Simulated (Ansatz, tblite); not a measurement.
# The cluster B2As2: removing and adding an electron

One table from this session's results is given with a row withheld; the runs are named, their logs left out.

Computed with Ansatz 0.2.0, Gaussian basis. Level: as each input shows.

Plan: charge +1 doublet, at the geometry of the singlet (PBE0-D4/def2-TZVP, PBE-D4/def2-TZVP, r2SCAN-D4/def2-TZVP, r2SCAN0-D4/def2-TZVP, B3LYP-D4/def2-TZVP, LDA/def2-TZVP, revPBE-D4/def2-TZVP, PBE-QIDH/def2-TZVP); charge +1 doublet, relaxed (PBE0-D4/def2-TZVP, PBE-D4/def2-TZVP); charge -1 doublet, at the geometry of the singlet (PBE0-D4/def2-TZVPD, PBE-D4/def2-TZVPD, r2SCAN-D4/def2-TZVPD); charge -1 doublet, relaxed (PBE0-D4/def2-TZVPD, PBE-D4/def2-TZVPD); the starting singlet's energies come from earlier runs.

21 further runs of the same task are left out: 21 that didn't finish.

## The structure

The geometry is that of the singlet, from an earlier relaxation (B3LYP-D4/def2-SVP). At that level it is the lowest of the isomers that a small search found.

4 atoms, charge 0, spin multiplicity 1.

Atoms are counted from 1 here; the program's logs count them from 0.

Bond lengths: B1–B2 1.613 Å, B1–As3 1.838 Å, B1–As4 2.266 Å, B2–As3 2.266 Å, B2–As4 1.838 Å. Angles: B2–B1–As3 81.8°, B2–B1–As4 53.4°, As3–B1–As4 135.2°, B1–B2–As3 53.4°, B1–B2–As4 81.8°, As3–B2–As4 135.2°, B1–As3–B2 44.8°, B1–As4–B2 44.8°.

The first run:

in.yaml

```yaml
crystal:
  periodic: [false, false, false]
  atoms:
    - {symbol: B, position_ang: [-0.589842, 0.398172, 0.379106]}
    - {symbol: B, position_ang: [0.588910, -0.399740, -0.378868]}
    - {symbol: As, position_ang: [-1.248410, 0.523039, -1.332464]}
    - {symbol: As, position_ang: [1.249331, -0.521471, 1.332226]}
basis:
  gaussian: {orbitals: def2-SVP}
total_charge: 1
magnetization: {spin_polarized: true, initial_magnetization: 1}
hamiltonian: {xc: pbe0, dispersion: d4}
output: {orbitals: {seedname: orbitals}}
```

Command:

```bash
ansatz run in.yaml --threads 2 --pin off --events-out ev --progress --plain --max-ram 4352MiB
```

Steps of the session up to this table: Charge +1 doublet at the fixed geometry, first pass, PBE0-D4/def2-SVP; Charge +1 doublet at the fixed geometry, PBE0-D4/def2-TZVP; Charge +1 doublet at the fixed geometry, PBE-D4/def2-TZVP; Charge +1 doublet at the fixed geometry, r2SCAN-D4/def2-TZVP; Charge +1 doublet at the fixed geometry, r2SCAN0-D4/def2-TZVP; Charge +1 doublet at the fixed geometry, B3LYP-D4/def2-TZVP; Charge +1 doublet at the fixed geometry, LDA/def2-TZVP; Charge +1 doublet at the fixed geometry, revPBE-D4/def2-TZVP; Charge +1 doublet at the fixed geometry, PBE-QIDH/def2-TZVP.

One table of the session follows, with a row left open; its other results are not shown here.

Beside −ε(HOMO) of the starting state:

```
               level  −ε(HOMO) (eV)  by difference (eV)  mismatch (eV)
 revPBE-D4/def2-TZVP           4.89                7.58          -2.69
 r2SCAN-D4/def2-TZVP           5.15                7.67          -2.52
  B3LYP-D4/def2-TZVP              ?                   ?              ?
   PBE0-D4/def2-TZVP           5.76                7.62          -1.87
r2SCAN0-D4/def2-TZVP           5.90                7.63          -1.73
```

**Question.** Estimate the row for B3LYP-D4/def2-TZVP.

**Answer.** −ε(HOMO) (eV): 5.54; by difference (eV): 7.64; mismatch (eV): -2.10. In the column «−ε(HOMO) (eV)» it lies between r2SCAN-D4/def2-TZVP (5.15) and PBE0-D4/def2-TZVP (5.76).
